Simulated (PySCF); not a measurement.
Working out the ionisation energy of S

S [Ne] 3s2 3p4 (3P) → S⁺ [Ne] 3s2 3p3 (4S). All numbers are calculated (PySCF 2.14, no relativity, point nucleus, in aug-cc-pV(T+d)Z with one added diffuse shell each of s, p, d, f type (7s6p5d3f, 71 functions)). Frozen: [Ne]. Energies in hartree (1 hartree = 27.21139 eV):

| part | S (lower) | S⁺ (upper) |
| --- | --- | --- |
| UHF | -397.510008 | -397.170367 |
| CCSD correlation | -0.142264 | -0.110302 |
| (T) | -0.005156 | -0.003662 |

Question: What does Hartree-Fock give?

Answer: (-397.170367) − (-397.510008) = 0.339641 hartree = 9.242 eV.

Question: What do CCSD and CCSD(T) give?

Answer: The CCSD correlation energies differ by 0.031962 hartree = 0.870 eV and the triples by 0.001494 hartree = 0.041 eV, so CCSD gives 10.112 eV and CCSD(T) 10.153 eV.

Measured between the centres of the two terms (NIST): 10.336 eV, so CCSD(T) (valence) is off by -0.183 eV.

What remains against the reference includes basis incompleteness, the frozen core and higher excitations.
